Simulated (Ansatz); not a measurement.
Ansatz (a quantum-chemistry and plane-wave program) input (HF/3-21G): The .json file is the Basis Set Exchange's 3-21G.

Ansatz 0.2 input:
```yaml
crystal:
  periodic: [false, false, false]
  atoms:
    - {symbol: C, position_ang: [1.23831257, -0.41102667, -0.05275045]}
    - {symbol: C, position_ang: [0.14422040, 0.63529377, -0.03158550]}
    - {symbol: O, position_ang: [-1.21802494, -0.13647384, 0.06406800]}
    - {symbol: H, position_ang: [-2.07346913, 0.30477770, -0.07493092]}
    - {symbol: H, position_ang: [0.14356930, 1.26684813, 0.83768957]}
    - {symbol: H, position_ang: [0.04049567, 1.18384736, -0.94983403]}
    - {symbol: H, position_ang: [2.18818988, 0.10520049, -0.14035399]}
    - {symbol: H, position_ang: [1.26143891, -0.98330533, 0.86607757]}
    - {symbol: H, position_ang: [1.13639629, -1.06917407, -0.90498965]}
    - {symbol: H, position_ang: [-1.24761909, -1.06200605, 0.35981305]}
basis:
  gaussian:
    orbitals: 3-21G.json
hamiltonian:
  xc: {name: HF}
total_charge: 1
phonons: {temperatures: {t_min: 298.15, t_max: 298.15, t_step: 100}}
```

Output:

```
WARN ansatz: RAYON_NUM_THREADS=1 ignored (pool sized by the plan → 1); use --threads N
Functional definition: HF
integrals: 0.01 GiB planned
518 factors; integrals over basis functions are off by at most 5.2e-4 eV
mean field: 0.07 GiB planned
mean field evaluation 1: about -4175.8874 eV, gradient 3.6e1 eV
mean field evaluation 2: about -4175.8783 eV, gradient 3.6e1 eV
mean field evaluation 4: about -4178.4709 eV, gradient 2.4e0 eV
mean field evaluation 8: about -4178.4880 eV, gradient 9.5e-3 eV
mean field -4178.48804474 eV, -153.5566033633 hartree, gradient 1.7e-5 eV, S^2 0.000000; 0 other end points of the search recorded, 0 dependent functions left out
the calculation of the forces begins
reference -4178.48804474 eV, -153.5566033633 hartree; 13, 13 occupied and 28, 28 virtual orbitals, 518 factors
these checks for a lower state are left out or cut short: stability, starts, cluster_reference, orbital_swaps, neighbouring_geometries, increment
integrals: 0.01 GiB planned
518 factors; integrals over basis functions are off by at most 5.3e-4 eV
mean field: 0.07 GiB planned
mean field evaluation 16: about -4178.4879 eV, gradient 1.2e-6 eV
mean field -4178.48787547 eV, -153.5565971429 hartree, gradient 1.2e-6 eV, S^2 0.000000; 0 other end points of the search recorded, 0 dependent functions left out
the calculation of the forces begins
reference -4178.48787547 eV, -153.5565971429 hartree; 13, 13 occupied and 28, 28 virtual orbitals, 518 factors
these checks for a lower state are left out or cut short: stability, starts, cluster_reference, orbital_swaps, neighbouring_geometries, increment
integrals: 0.01 GiB planned
518 factors; integrals over basis functions are off by at most 5.2e-4 eV
mean field: 0.07 GiB planned
mean field -4178.48787854 eV, -153.5565972556 hartree, gradient 1.2e-6 eV, S^2 0.000000; 0 other end points of the search recorded, 0 dependent functions left out
the calculation of the forces begins
reference -4178.48787854 eV, -153.5565972556 hartree; 13, 13 occupied and 28, 28 virtual orbitals, 518 factors
these checks for a lower state are left out or cut short: stability, starts, cluster_reference, orbital_swaps, neighbouring_geometries, increment
integrals: 0.01 GiB planned
518 factors; integrals over basis functions are off by at most 5.3e-4 eV
mean field: 0.07 GiB planned
mean field -4178.48786380 eV, -153.5565967137 hartree, gradient 1.2e-6 eV, S^2 0.000000; 0 other end points of the search recorded, 0 dependent functions left out
the calculation of the forces begins
reference -4178.48786380 eV, -153.5565967137 hartree; 13, 13 occupied and 28, 28 virtual orbitals, 518 factors
these checks for a lower state are left out or cut short: stability, starts, cluster_reference, orbital_swaps, neighbouring_geometries, increment
integrals: 0.01 GiB planned
518 factors; integrals over basis functions are off by at most 5.2e-4 eV
mean field: 0.07 GiB planned
mean field evaluation 32: about -4178.4978 eV, gradient 1.9e-1 eV
mean field -4178.48786281 eV, -153.5565966776 hartree, gradient 1.2e-6 eV, S^2 0.000000; 0 other end points of the search recorded, 0 dependent functions left out
the calculation of the forces begins
reference -4178.48786281 eV, -153.5565966776 hartree; 13, 13 occupied and 28, 28 virtual orbitals, 518 factors
these checks for a lower state are left out or cut short: stability, starts, cluster_reference, orbital_swaps, neighbouring_geometries, increment
integrals: 0.01 GiB planned
518 factors; integrals over basis functions are off by at most 5.2e-4 eV
mean field: 0.07 GiB planned
mean field -4178.48784122 eV, -153.5565958840 hartree, gradient 1.2e-6 eV, S^2 0.000000; 0 other end points of the search recorded, 0 dependent functions left out
the calculation of the forces begins
reference -4178.48784122 eV, -153.5565958840 hartree; 13, 13 occupied and 28, 28 virtual orbitals, 518 factors
these checks for a lower state are left out or cut short: stability, starts, cluster_reference, orbital_swaps, neighbouring_geometries, increment
integrals: 0.01 GiB planned
518 factors; integrals over basis functions are off by at most 5.3e-4 eV
mean field: 0.07 GiB planned
mean field -4178.48784601 eV, -153.5565960600 hartree, gradient 1.2e-6 eV, S^2 0.000000; 0 other end points of the search recorded, 0 dependent functions left out
the calculation of the forces begins
reference -4178.48784601 eV, -153.5565960600 hartree; 13, 13 occupied and 28, 28 virtual orbitals, 518 factors
these checks for a lower state are left out or cut short: stability, starts, cluster_reference, orbital_swaps, neighbouring_geometries, increment
integrals: 0.01 GiB planned
518 factors; integrals over basis functions are off by at most 5.2e-4 eV
mean field: 0.07 GiB planned
[...]
these checks for a lower state are left out or cut short: stability, starts, cluster_reference, orbital_swaps, neighbouring_geometries, increment
integrals: 0.01 GiB planned
518 factors; integrals over basis functions are off by at most 5.2e-4 eV
mean field: 0.07 GiB planned
mean field evaluation 352: about -4178.4880 eV, gradient 1.2e-6 eV
mean field -4178.48802587 eV, -153.5566026697 hartree, gradient 1.2e-6 eV, S^2 0.000000; 0 other end points of the search recorded, 0 dependent functions left out
the calculation of the forces begins
reference -4178.48802587 eV, -153.5566026697 hartree; 13, 13 occupied and 28, 28 virtual orbitals, 518 factors
these checks for a lower state are left out or cut short: stability, starts, cluster_reference, orbital_swaps, neighbouring_geometries, increment
integrals: 0.01 GiB planned
518 factors; integrals over basis functions are off by at most 5.3e-4 eV
mean field: 0.07 GiB planned
mean field -4178.48802408 eV, -153.5566026041 hartree, gradient 1.2e-6 eV, S^2 0.000000; 0 other end points of the search recorded, 0 dependent functions left out
the calculation of the forces begins
reference -4178.48802408 eV, -153.5566026041 hartree; 13, 13 occupied and 28, 28 virtual orbitals, 518 factors
these checks for a lower state are left out or cut short: stability, starts, cluster_reference, orbital_swaps, neighbouring_geometries, increment
integrals: 0.01 GiB planned
518 factors; integrals over basis functions are off by at most 5.2e-4 eV
mean field: 0.07 GiB planned
mean field -4178.48798944 eV, -153.5566013311 hartree, gradient 1.2e-6 eV, S^2 0.000000; 0 other end points of the search recorded, 0 dependent functions left out
the calculation of the forces begins
reference -4178.48798944 eV, -153.5566013311 hartree; 13, 13 occupied and 28, 28 virtual orbitals, 518 factors
these checks for a lower state are left out or cut short: stability, starts, cluster_reference, orbital_swaps, neighbouring_geometries, increment
integrals: 0.01 GiB planned
518 factors; integrals over basis functions are off by at most 5.3e-4 eV
mean field: 0.07 GiB planned
mean field -4178.48799111 eV, -153.5566013926 hartree, gradient 1.2e-6 eV, S^2 0.000000; 0 other end points of the search recorded, 0 dependent functions left out
the calculation of the forces begins
reference -4178.48799111 eV, -153.5566013926 hartree; 13, 13 occupied and 28, 28 virtual orbitals, 518 factors
these checks for a lower state are left out or cut short: stability, starts, cluster_reference, orbital_swaps, neighbouring_geometries, increment
integrals: 0.01 GiB planned
518 factors; integrals over basis functions are off by at most 5.2e-4 eV
mean field: 0.07 GiB planned
mean field -4178.48796642 eV, -153.5566004852 hartree, gradient 1.2e-6 eV, S^2 0.000000; 0 other end points of the search recorded, 0 dependent functions left out
the calculation of the forces begins
reference -4178.48796642 eV, -153.5566004852 hartree; 13, 13 occupied and 28, 28 virtual orbitals, 518 factors
these checks for a lower state are left out or cut short: stability, starts, cluster_reference, orbital_swaps, neighbouring_geometries, increment
integrals: 0.01 GiB planned
518 factors; integrals over basis functions are off by at most 5.2e-4 eV
mean field: 0.07 GiB planned
mean field evaluation 384: about -4178.4880 eV, gradient 5.0e-2 eV
mean field -4178.48796561 eV, -153.5566004553 hartree, gradient 1.2e-6 eV, S^2 0.000000; 0 other end points of the search recorded, 0 dependent functions left out
the calculation of the forces begins
reference -4178.48796561 eV, -153.5566004553 hartree; 13, 13 occupied and 28, 28 virtual orbitals, 518 factors
these checks for a lower state are left out or cut short: stability, starts, cluster_reference, orbital_swaps, neighbouring_geometries, increment
integrals: 0.01 GiB planned
518 factors; integrals over basis functions are off by at most 5.2e-4 eV
mean field: 0.07 GiB planned
mean field -4178.48802146 eV, -153.5566025079 hartree, gradient 1.2e-6 eV, S^2 0.000000; 0 other end points of the search recorded, 0 dependent functions left out
the calculation of the forces begins
reference -4178.48802146 eV, -153.5566025079 hartree; 13, 13 occupied and 28, 28 virtual orbitals, 518 factors
these checks for a lower state are left out or cut short: stability, starts, cluster_reference, orbital_swaps, neighbouring_geometries, increment
integrals: 0.01 GiB planned
518 factors; integrals over basis functions are off by at most 5.2e-4 eV
mean field: 0.07 GiB planned
mean field -4178.48802492 eV, -153.5566026348 hartree, gradient 1.2e-6 eV, S^2 0.000000; 0 other end points of the search recorded, 0 dependent functions left out
the calculation of the forces begins
reference -4178.48802492 eV, -153.5566026348 hartree; 13, 13 occupied and 28, 28 virtual orbitals, 518 factors
these checks for a lower state are left out or cut short: stability, starts, cluster_reference, orbital_swaps, neighbouring_geometries, increment
integrals: 0.01 GiB planned
518 factors; integrals over basis functions are off by at most 5.2e-4 eV
mean field: 0.07 GiB planned
mean field -4178.48790511 eV, -153.5565982319 hartree, gradient 1.2e-6 eV, S^2 0.000000; 0 other end points of the search recorded, 0 dependent functions left out
the calculation of the forces begins
reference -4178.48790511 eV, -153.5565982319 hartree; 13, 13 occupied and 28, 28 virtual orbitals, 518 factors
these checks for a lower state are left out or cut short: stability, starts, cluster_reference, orbital_swaps, neighbouring_geometries, increment
integrals: 0.01 GiB planned
518 factors; integrals over basis functions are off by at most 5.2e-4 eV
mean field: 0.07 GiB planned
mean field evaluation 416: about -4178.4879 eV, gradient 1.2e-6 eV
mean field -4178.48789192 eV, -153.5565977471 hartree, gradient 1.2e-6 eV, S^2 0.000000; 0 other end points of the search recorded, 0 dependent functions left out
the calculation of the forces begins
reference -4178.48789192 eV, -153.5565977471 hartree; 13, 13 occupied and 28, 28 virtual orbitals, 518 factors
these checks for a lower state are left out or cut short: stability, starts, cluster_reference, orbital_swaps, neighbouring_geometries, increment
integrals: 0.01 GiB planned
518 factors; integrals over basis functions are off by at most 5.2e-4 eV
mean field: 0.07 GiB planned
mean field -4178.48802720 eV, -153.5566027188 hartree, gradient 1.2e-6 eV, S^2 0.000000; 0 other end points of the search recorded, 0 dependent functions left out
the calculation of the forces begins
reference -4178.48802720 eV, -153.5566027188 hartree; 13, 13 occupied and 28, 28 virtual orbitals, 518 factors
these checks for a lower state are left out or cut short: stability, starts, cluster_reference, orbital_swaps, neighbouring_geometries, increment
integrals: 0.01 GiB planned
518 factors; integrals over basis functions are off by at most 5.2e-4 eV
mean field: 0.07 GiB planned
mean field -4178.48803154 eV, -153.5566028783 hartree, gradient 1.2e-6 eV, S^2 0.000000; 0 other end points of the search recorded, 0 dependent functions left out
the calculation of the forces begins
reference -4178.48803154 eV, -153.5566028783 hartree; 13, 13 occupied and 28, 28 virtual orbitals, 518 factors
Total energy: -4178.48804474 eV, -153.5566033633 hartree
Atom 0 at     1.238313    -0.411027    -0.052750 Å, force    -0.000518     0.000212    -0.000917 eV/Å
Atom 1 at     0.144220     0.635294    -0.031586 Å, force     0.001502     0.000289    -0.000442 eV/Å
Atom 2 at    -1.218025    -0.136474     0.064068 Å, force    -0.000913    -0.001271     0.000773 eV/Å
Atom 3 at    -2.073469     0.304778    -0.074931 Å, force     0.000948    -0.001788     0.000585 eV/Å
Atom 4 at     0.143569     1.266848     0.837690 Å, force    -0.000766    -0.000171     0.000193 eV/Å
Atom 5 at     0.040496     1.183847    -0.949834 Å, force     0.000326     0.000167     0.000190 eV/Å
Atom 6 at     2.188190     0.105200    -0.140354 Å, force    -0.000274    -0.000202     0.000150 eV/Å
Atom 7 at     1.261439    -0.983305     0.866078 Å, force     0.000036     0.000158     0.000048 eV/Å
Atom 8 at     1.136396    -1.069174    -0.904990 Å, force     0.000351    -0.000307     0.000254 eV/Å
Atom 9 at    -1.247619    -1.062006     0.359813 Å, force    -0.000692     0.002912    -0.000833 eV/Å
Dipole moment:    -0.676247     0.007534     0.073658 e Å
Vibrations: 73.89 266.39 384.11 391.14 733.79 898.89 924.24 1019.17 1236.66 1273.83 1396.02 1514.58 1588.13 1645.56 1646.81 1654.52 1799.59 3212.88 3276.94 3298.34 3312.02 3396.69 3778.85 3898.64 cm⁻¹, zero-point energy 2.642207 eV
```

The blocks after the first are displaced geometries, from whose forces the wavenumbers follow.

The dipole moment of an ion depends on the origin.
